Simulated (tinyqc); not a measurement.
Worked calculation (part 1 of 2): G0W0 on RHF in the sto-6g basis, for H2O, spin multiplicity 1. Computed by tinyqc, a small Python program that keeps every step (integrals from PySCF). Settings: charge = 0, multiplicity = 1, basis = sto-6g, method = RHF, energy threshold = 1e-10, iteration cap = 81, orthogonalisation = symmetric, start = atomic densities, DIIS depth = 6. Command: `OMP_NUM_THREADS=1 python tinyqc.py 29381 29382 out.jsonl` (the two numbers bound the seeds that draw the settings). One thread of a shared host (Intel(R) Xeon(R) Processor @ 2.60GHz), about 0.1 s of CPU time with the checks. The early iterations of the SCF are left out here.

## One-electron integrals

Geometry (angstrom):
```
atom         x          y         z
O     0.000000   0.000000  0.000000
H     0.000000   0.766000  0.509000
H     0.000000  -0.766000  0.509000
```

Basis sto-6g: exponents (1/bohr^2) and contraction coefficients of normalised primitives:
```
element  l (shell)     exponent  coefficient
O            s (1)  1355.584234     0.009164
O            s (1)   248.544885     0.049361
O            s (1)    69.533902     0.168538
O            s (1)    23.886772     0.370563
O            s (1)     9.275933     0.416492
O            s (1)     3.820341     0.130334
O            s (2)    52.187762    -0.013253
O            s (2)    10.329320    -0.046992
O            s (2)     3.210345    -0.033785
O            s (2)     1.235135     0.250242
O            s (2)     0.536420     0.595117
O            s (2)     0.245881     0.240706
O            p (3)    52.187762     0.003760
O            p (3)    10.329320     0.037679
O            p (3)     3.210345     0.173897
O            p (3)     1.235135     0.418036
O            p (3)     0.536420     0.425860
O            p (3)     0.245881     0.101708
H            s (1)    35.523221     0.009164
H            s (1)     6.513144     0.049361
H            s (1)     1.822143     0.168538
H            s (1)     0.625955     0.370563
H            s (1)     0.243077     0.416492
H            s (1)     0.100112     0.130334
```

Overlap, kinetic and nuclear-attraction integrals over the contracted functions; the nuclear repulsion is the sum of Za Zb / Rab.

nuclear repulsion = 9.55156020 hartree

overlap S, order 1O 1s, 1O 2s, 1O 2px, 1O 2py, 1O 2pz, 2H 1s, 3H 1s:
$$\begin{pmatrix}
1.000000 & 0.231145 & 0.000000 & 0.000000 & 0.000000 & 0.060398 & 0.060398 \\
0.231145 & 1.000000 & 0.000000 & 0.000000 & 0.000000 & 0.501657 & 0.501657 \\
0.000000 & 0.000000 & 1.000000 & 0.000000 & 0.000000 & 0.000000 & 0.000000 \\
0.000000 & 0.000000 & 0.000000 & 1.000000 & 0.000000 & 0.337658 & -0.337658 \\
0.000000 & 0.000000 & 0.000000 & 0.000000 & 1.000000 & 0.224371 & 0.224371 \\
0.060398 & 0.501657 & 0.000000 & 0.337658 & 0.224371 & 1.000000 & 0.245262 \\
0.060398 & 0.501657 & 0.000000 & -0.337658 & 0.224371 & 0.245262 & 1.000000
\end{pmatrix}$$

kinetic energy T (hartree), order 1O 1s, 1O 2s, 1O 2px, 1O 2py, 1O 2pz, 2H 1s, 3H 1s:
$$\begin{pmatrix}
29.327197 & -0.896024 & 0.000000 & 0.000000 & 0.000000 & -0.000824 & -0.000824 \\
-0.896024 & 0.842618 & 0.000000 & 0.000000 & 0.000000 & 0.146980 & 0.146980 \\
0.000000 & 0.000000 & 2.531309 & 0.000000 & 0.000000 & 0.000000 & 0.000000 \\
0.000000 & 0.000000 & 0.000000 & 2.531309 & 0.000000 & 0.259379 & -0.259379 \\
0.000000 & 0.000000 & 0.000000 & 0.000000 & 2.531309 & 0.172355 & 0.172355 \\
-0.000824 & 0.146980 & 0.000000 & 0.259379 & 0.172355 & 0.768522 & 0.006269 \\
-0.000824 & 0.146980 & 0.000000 & -0.259379 & 0.172355 & 0.006269 & 0.768522
\end{pmatrix}$$

nuclear attraction V (hartree), order 1O 1s, 1O 2s, 1O 2px, 1O 2py, 1O 2pz, 2H 1s, 3H 1s:
$$\begin{pmatrix}
-62.409083 & -6.417275 & 0.000000 & 0.000000 & -0.019692 & -1.923330 & -1.923330 \\
-6.417275 & -10.131670 & 0.000000 & 0.000000 & -0.215769 & -4.121464 & -4.121464 \\
0.000000 & 0.000000 & -10.040053 & 0.000000 & 0.000000 & 0.000000 & 0.000000 \\
0.000000 & 0.000000 & 0.000000 & -10.229886 & 0.000000 & -2.488871 & 2.488871 \\
-0.019692 & -0.215769 & 0.000000 & 0.000000 & -10.123873 & -1.722688 & -1.722688 \\
-1.923330 & -4.121464 & 0.000000 & -2.488871 & -1.722688 & -5.991807 & -1.632879 \\
-1.923330 & -4.121464 & 0.000000 & 2.488871 & -1.722688 & -1.632879 & -5.991807
\end{pmatrix}$$

core Hamiltonian H = T + V (hartree), order 1O 1s, 1O 2s, 1O 2px, 1O 2py, 1O 2pz, 2H 1s, 3H 1s:
$$\begin{pmatrix}
-33.081886 & -7.313300 & 0.000000 & 0.000000 & -0.019692 & -1.924154 & -1.924154 \\
-7.313300 & -9.289052 & 0.000000 & 0.000000 & -0.215769 & -3.974484 & -3.974484 \\
0.000000 & 0.000000 & -7.508744 & 0.000000 & 0.000000 & 0.000000 & 0.000000 \\
0.000000 & 0.000000 & 0.000000 & -7.698577 & 0.000000 & -2.229492 & 2.229492 \\
-0.019692 & -0.215769 & 0.000000 & 0.000000 & -7.592565 & -1.550334 & -1.550334 \\
-1.924154 & -3.974484 & 0.000000 & -2.229492 & -1.550334 & -5.223285 & -1.626611 \\
-1.924154 & -3.974484 & 0.000000 & 2.229492 & -1.550334 & -1.626611 & -5.223285
\end{pmatrix}$$

## Two-electron integrals

Functions are numbered as in S; the eight-fold symmetry (ij|kl) = (ji|kl) = (kl|ij) leaves the list below.

Two-electron integrals (ij|kl) in chemists' order, unique and non-zero (hartree):
```
(11|11) 4.787491    (21|11) 0.675884    (21|21) 0.121505    (22|11) 1.117379
(22|21) 0.249212    (22|22) 0.817383    (31|31) 0.025762    (32|31) 0.039145
(32|32) 0.180664    (33|11) 1.117381    (33|21) 0.249212    (33|22) 0.817382
(33|33) 0.880663    (41|41) 0.025762    (42|41) 0.039145    (42|42) 0.180664
(43|43) 0.047461    (44|11) 1.117381    (44|21) 0.249212    (44|22) 0.817382
(44|33) 0.785741    (44|44) 0.880663    (51|51) 0.025762    (52|51) 0.039145
(52|52) 0.180664    (53|53) 0.047461    (54|54) 0.047461    (55|11) 1.117381
(55|21) 0.249212    (55|22) 0.817382    (55|33) 0.785741    (55|44) 0.785741
(55|55) 0.880663    (61|11) 0.188727    (61|21) 0.032497    (61|22) 0.065121
(61|33) 0.064978    (61|41) 0.001317    (61|42) 0.002564    (61|44) 0.065275
(61|51) 0.000875    (61|52) 0.001704    (61|54) 0.000197    (61|55) 0.065109
(61|61) 0.008860    (62|11) 0.430154    (62|21) 0.097140    (62|22) 0.349250
(62|33) 0.343676    (62|41) 0.006419    (62|42) 0.045966    (62|44) 0.355275
(62|51) 0.004265    (62|52) 0.030544    (62|54) 0.007707    (62|55) 0.348798
(62|61) 0.026072    (62|62) 0.180547    (63|31) 0.011156    (63|32) 0.061552
(63|43) 0.009633    (63|53) 0.006401    (63|63) 0.026532    (64|11) 0.247291
(64|21) 0.056672    (64|22) 0.217322    (64|33) 0.207352    (64|41) 0.014514
(64|42) 0.089069    (64|44) 0.234001    (64|51) 0.002232    (64|52) 0.018285
(64|54) 0.011307    (64|55) 0.210612    (64|61) 0.015964    (64|62) 0.136656
(64|64) 0.129057    (65|11) 0.164322    (65|21) 0.037658    (65|22) 0.144409
(65|33) 0.137784    (65|41) 0.002232    (65|42) 0.018285    (65|44) 0.142689
(65|51) 0.012639    (65|52) 0.073702    (65|54) 0.012893    (65|55) 0.152752
(65|61) 0.010608    (65|62) 0.090806    (65|64) 0.068127    (65|65) 0.071802
(66|11) 0.550112    (66|21) 0.126509    (66|22) 0.516832    (66|33) 0.495921
(66|41) 0.011554    (66|42) 0.110383    (66|44) 0.539438    (66|51) 0.007677
(66|52) 0.073349    (66|54) 0.028916    (66|55) 0.515136    (66|61) 0.034373
(66|62) 0.327598    (66|64) 0.283702    (66|65) 0.188517    (66|66) 0.774999
(71|11) 0.188727    (71|21) 0.032497    (71|22) 0.065121    (71|33) 0.064978
(71|41) -0.001317   (71|42) -0.002564   (71|44) 0.065275    (71|51) 0.000875
(71|52) 0.001704    (71|54) -0.000197   (71|55) 0.065109    (71|61) 0.008714
(71|62) 0.025125    (71|64) 0.013917    (71|65) 0.010212    (71|66) 0.032563
(71|71) 0.008860    (72|11) 0.430154    (72|21) 0.097140    (72|22) 0.349250
(72|33) 0.343676    (72|41) -0.006419   (72|42) -0.045966   (72|44) 0.355275
(72|51) 0.004265    (72|52) 0.030544    (72|54) -0.007707   (72|55) 0.348798
(72|61) 0.025125    (72|62) 0.146516    (72|64) 0.076108    (72|65) 0.071502
(72|66) 0.218936    (72|71) 0.026072    (72|72) 0.180547    (73|31) 0.011156
(73|32) 0.061552    (73|43) -0.009633   (73|53) 0.006401    (73|63) 0.020847
(73|73) 0.026532    (74|11) -0.247291   (74|21) -0.056672   (74|22) -0.217322
(74|33) -0.207352   (74|41) 0.014514    (74|42) 0.089069    (74|44) -0.234001
(74|51) -0.002232   (74|52) -0.018285   (74|54) 0.011307    (74|55) -0.210612
(74|61) -0.013917   (74|62) -0.076108   (74|64) -0.019045   (74|65) -0.036258
(74|66) -0.099538   (74|71) -0.015964   (74|72) -0.136656   (74|74) 0.129057
(75|11) 0.164322    (75|21) 0.037658    (75|22) 0.144409    (75|33) 0.137784
(75|41) -0.002232   (75|42) -0.018285   (75|44) 0.142689    (75|51) 0.012639
(75|52) 0.073702    (75|54) -0.012893   (75|55) 0.152752    (75|61) 0.010212
(75|62) 0.071502    (75|64) 0.036258    (75|65) 0.055217    (75|66) 0.117297
(75|71) 0.010608    (75|72) 0.090806    (75|74) -0.068127   (75|75) 0.071802
(76|11) 0.163966    (76|21) 0.037320    (76|22) 0.143370    (76|33) 0.140482
(76|44) 0.143587    (76|51) 0.002687    (76|52) 0.022067    (76|55) 0.146040
(76|61) 0.009885    (76|62) 0.071719    (76|64) 0.046715    (76|65) 0.040565
(76|66) 0.130124    (76|71) 0.009885    (76|72) 0.071719    (76|74) -0.046715
(76|75) 0.040565    (76|76) 0.033857    (77|11) 0.550112    (77|21) 0.126509
(77|22) 0.516832    (77|33) 0.495921    (77|41) -0.011554   (77|42) -0.110383
(77|44) 0.539438    (77|51) 0.007677    (77|52) 0.073349    (77|54) -0.028916
(77|55) 0.515136    (77|61) 0.032563    (77|62) 0.218936    (77|64) 0.099538
(77|65) 0.117297    (77|66) 0.339281    (77|71) 0.034373    (77|72) 0.327598
(77|74) -0.283702   (77|75) 0.188517    (77|76) 0.130124    (77|77) 0.774999
```

## Orthogonalisation

S = U s U^T; symmetric (Loewdin) form X = U s^(-1/2) U^T, so that X^T S X = 1.

eigenvalues of S: [0.318708, 0.384353, 0.894806, 1.000000, 1.078762, 1.370384, 1.952986]

X, order 1O 1s, 1O 2s, 1O 2px, 1O 2py, 1O 2pz, 2H 1s, 3H 1s:
$$\begin{pmatrix}
1.022991 & -0.140826 & 0.000000 & 0.000000 & -0.009285 & 0.020845 & 0.020845 \\
-0.140826 & 1.283624 & 0.000000 & 0.000000 & 0.115452 & -0.325593 & -0.325593 \\
0.000000 & 0.000000 & 1.000000 & 0.000000 & 0.000000 & 0.000000 & 0.000000 \\
0.000000 & 0.000000 & 0.000000 & 1.139253 & 0.000000 & -0.259832 & 0.259832 \\
-0.009285 & 0.115452 & 0.000000 & 0.000000 & 1.050730 & -0.143485 & -0.143485 \\
0.020845 & -0.325593 & 0.000000 & -0.259832 & -0.143485 & 1.238752 & -0.089234 \\
0.020845 & -0.325593 & 0.000000 & 0.259832 & -0.143485 & -0.089234 & 1.238752
\end{pmatrix}$$

## Iteration 8 (converged): orbitals

converged F (hartree), order 1O 1s, 1O 2s, 1O 2px, 1O 2py, 1O 2pz, 2H 1s, 3H 1s:
$$\begin{pmatrix}
-20.484703 & -4.962815 & 0.000000 & 0.000000 & -0.029473 & -1.304698 & -1.304698 \\
-4.962815 & -2.348927 & 0.000000 & 0.000000 & -0.132591 & -1.073064 & -1.073064 \\
0.000000 & 0.000000 & -0.393765 & 0.000000 & 0.000000 & 0.000000 & 0.000000 \\
0.000000 & 0.000000 & 0.000000 & -0.365744 & 0.000000 & -0.421571 & 0.421571 \\
-0.029473 & -0.132591 & 0.000000 & 0.000000 & -0.371354 & -0.346644 & -0.346644 \\
-1.304698 & -1.073064 & 0.000000 & -0.421571 & -0.346644 & -0.623445 & -0.408002 \\
-1.304698 & -1.073064 & 0.000000 & 0.421571 & -0.346644 & -0.408002 & -0.623445
\end{pmatrix}$$

Diagonalise F' = X^T F X, C = X C', fill 5 alpha and 5 beta electrons from the bottom; D = 2 C_occ C_occ^T. Each column has its largest component positive (the first on a tie).

F' = X^T F X (hartree):
$$\begin{pmatrix}
-20.153268 & -2.507752 & 0.000000 & 0.000000 & -0.043114 & -0.242242 & -0.242242 \\
-2.507752 & -1.137577 & 0.000000 & 0.000000 & 0.111319 & -0.557917 & -0.557917 \\
0.000000 & 0.000000 & -0.393765 & 0.000000 & 0.000000 & 0.000000 & 0.000000 \\
0.000000 & 0.000000 & 0.000000 & -0.004625 & 0.000000 & -0.512118 & 0.512118 \\
-0.043114 & 0.111319 & 0.000000 & 0.000000 & -0.233290 & -0.315605 & -0.315605 \\
-0.242242 & -0.557917 & 0.000000 & -0.512118 & -0.315605 & 0.039453 & -0.113077 \\
-0.242242 & -0.557917 & 0.000000 & 0.512118 & -0.315605 & -0.113077 & 0.039453
\end{pmatrix}$$

orbital energies (hartree): MO1 -20.488045, MO2 -1.285194, MO3 -0.654541, MO4 -0.443966, MO5 -0.393765, MO6 0.619445, MO7 0.802446

coefficients C, order 1O 1s, 1O 2s, 1O 2px, 1O 2py, 1O 2pz, 2H 1s, 3H 1s:
$$\begin{pmatrix}
0.996559 & -0.221190 & 0.000000 & 0.091752 & 0.000000 & -0.129714 & 0.000000 \\
0.016663 & 0.826017 & 0.000000 & -0.516000 & 0.000000 & 0.971615 & 0.000000 \\
0.000000 & 0.000000 & 0.000000 & 0.000000 & 1.000000 & 0.000000 & 0.000000 \\
0.000000 & 0.000000 & 0.602488 & 0.000000 & 0.000000 & 0.000000 & 1.034375 \\
0.003303 & 0.132925 & 0.000000 & 0.812537 & 0.000000 & 0.693346 & 0.000000 \\
-0.004100 & 0.158438 & 0.433777 & 0.252422 & 0.000000 & -0.835998 & -0.872424 \\
-0.004100 & 0.158438 & -0.433777 & 0.252422 & 0.000000 & -0.835998 & 0.872424
\end{pmatrix}$$

D after iteration 8, order 1O 1s, 1O 2s, 1O 2px, 1O 2py, 1O 2pz, 2H 1s, 3H 1s:
$$\begin{pmatrix}
2.100945 & -0.426890 & 0.000000 & 0.000000 & 0.096883 & -0.031942 & -0.031942 \\
-0.426890 & 1.897674 & 0.000000 & 0.000000 & -0.618831 & 0.001108 & 0.001108 \\
0.000000 & 0.000000 & 2.000000 & 0.000000 & 0.000000 & 0.000000 & 0.000000 \\
0.000000 & 0.000000 & 0.000000 & 0.725983 & 0.000000 & 0.522691 & -0.522691 \\
0.096883 & -0.618831 & 0.000000 & 0.000000 & 1.355792 & 0.452298 & 0.452298 \\
-0.031942 & 0.001108 & 0.000000 & 0.522691 & 0.452298 & 0.553998 & -0.198653 \\
-0.031942 & 0.001108 & 0.000000 & -0.522691 & 0.452298 & -0.198653 & 0.553998
\end{pmatrix}$$

## Convergence

Stop when the energy changes by less than 1e-10 hartree and every element of the error matrix X^T (F D S - S D F) X is below 3e-06.

Course of the cycle:
```
iteration   E (hartree)     change  largest element of the error matrix
1          -76.30983660          -                             1.41e+00
2          -75.63667988   6.73e-01                             1.78e-01
3          -75.66520038  -2.85e-02                             1.85e-02
4          -75.66553217  -3.32e-04                             4.22e-03
5          -75.66555401  -2.18e-05                             1.87e-04
6          -75.66555411  -9.51e-08                             1.73e-05
7          -75.66555411  -5.27e-10                             5.60e-07
8          -75.66555411  -5.26e-13                             2.63e-10
```

PySCF RHF in the same basis = -75.66555411 hartree

Converged in 8 iterations.

## Integrals over molecular orbitals

(pq|rs) = sum C_ip C_jq C_kr C_ls (ij|kl), one index at a time.

one-electron integrals over orbitals h = C^T H C (hartree):
$$\begin{pmatrix}
-33.067903 & 0.567976 & 0.000000 & -0.229338 & 0.000000 & 0.343263 & 0.000000 \\
0.567976 & -7.749862 & 0.000000 & 0.395155 & 0.000000 & -1.445322 & 0.000000 \\
0.000000 & 0.000000 & -6.478709 & 0.000000 & 0.000000 & 0.000000 & -1.732451 \\
-0.229338 & 0.395155 & 0.000000 & -7.146387 & 0.000000 & -0.963175 & 0.000000 \\
0.000000 & 0.000000 & 0.000000 & 0.000000 & -7.508744 & 0.000000 & 0.000000 \\
0.343263 & -1.445322 & 0.000000 & -0.963175 & 0.000000 & -5.320942 & 0.000000 \\
0.000000 & 0.000000 & -1.732451 & 0.000000 & 0.000000 & 0.000000 & -5.664282
\end{pmatrix}$$

Two-electron integrals over orbitals (pq|rs), unique and non-zero (hartree):
```
(11|11) 4.760931    (21|11) -0.425240   (21|21) 0.061553    (22|11) 1.017405
(22|21) -0.013792   (22|22) 0.730835    (31|31) 0.011225    (32|31) 0.017933
(32|32) 0.148403    (33|11) 0.809320    (33|21) -0.004137   (33|22) 0.651589
(33|33) 0.643556    (41|11) 0.181868    (41|21) -0.023067   (41|22) 0.016335
(41|33) 0.005955    (41|41) 0.029732    (42|11) -0.120137   (42|21) 0.009576
(42|22) 0.009637    (42|33) 0.007098    (42|41) 0.020264    (42|42) 0.124367
(43|31) -0.003264   (43|32) 0.018101    (43|43) 0.044328    (44|11) 1.030288
(44|21) -0.013898   (44|22) 0.687854    (44|33) 0.610354    (44|41) -0.012610
(44|42) -0.105121   (44|44) 0.813451    (51|51) 0.026738    (52|51) 0.032297
(52|52) 0.144639    (53|53) 0.029438    (54|51) -0.012887   (54|52) -0.044416
(54|54) 0.056202    (55|11) 1.117074    (55|21) -0.011190   (55|22) 0.749548
(55|33) 0.635741    (55|41) 0.004462    (55|42) -0.061488   (55|44) 0.743304
(55|55) 0.880663    (61|11) -0.270514   (61|21) 0.041821    (61|22) -0.002708
(61|33) -0.000338   (61|41) -0.002903   (61|42) 0.019909    (61|44) -0.019056
(61|55) -0.006337   (61|61) 0.036201    (62|11) 0.330024    (62|21) -0.008323
(62|22) 0.144711    (62|33) 0.075532    (62|41) 0.018638    (62|42) 0.020245
(62|44) 0.102101    (62|55) 0.163804    (62|61) 0.003721    (62|62) 0.103248
(63|31) 0.003004    (63|32) -0.046074   (63|43) -0.026645   (63|63) 0.075193
(64|11) 0.191506    (64|21) -0.000738   (64|22) 0.088043    (64|33) 0.039539
(64|41) 0.004200    (64|42) -0.015978   (64|44) 0.108519    (64|55) 0.101772
(64|61) 0.002069    (64|62) 0.061850    (64|64) 0.057112    (65|51) 0.016993
(65|52) 0.062544    (65|54) -0.003633   (65|65) 0.040172    (66|11) 0.803395
(66|21) -0.007657   (66|22) 0.612914    (66|33) 0.574988    (66|41) 0.022077
(66|42) 0.062386    (66|44) 0.547855    (66|55) 0.587004    (66|61) 0.006455
(66|62) 0.093010    (66|64) 0.042110    (66|66) 0.596190    (71|31) 0.016282
(71|32) 0.024056    (71|43) -0.004959   (71|63) 0.003976    (71|71) 0.023689
(72|31) 0.013840    (72|32) 0.039006    (72|43) -0.031876   (72|63) 0.035826
(72|71) 0.018944    (72|72) 0.060760    (73|11) 0.365820    (73|21) -0.007435
(73|22) 0.139032    (73|33) 0.093516    (73|41) -0.001079   (73|42) -0.070269
(73|44) 0.169064    (73|55) 0.188743    (73|61) -0.006907   (73|62) 0.080341
(73|64) 0.067206    (73|66) 0.036937    (73|73) 0.148695    (74|31) -0.009454
(74|32) -0.074082   (74|43) 0.007305    (74|63) 0.042344    (74|71) -0.013338
(74|72) -0.017097   (74|74) 0.064661    (75|53) 0.023793    (75|75) 0.024660
(76|31) 0.010183    (76|32) 0.104964    (76|43) 0.042977    (76|63) -0.070155
(76|71) 0.013803    (76|72) -0.008441   (76|74) -0.056316   (76|76) 0.121314
(77|11) 0.890422    (77|21) -0.009729   (77|22) 0.630864    (77|33) 0.619063
(77|41) 0.003640    (77|42) -0.014711   (77|44) 0.620963    (77|55) 0.633284
(77|61) -0.006073   (77|62) 0.073019    (77|64) 0.037809    (77|66) 0.568937
(77|73) 0.099263    (77|77) 0.628956
```
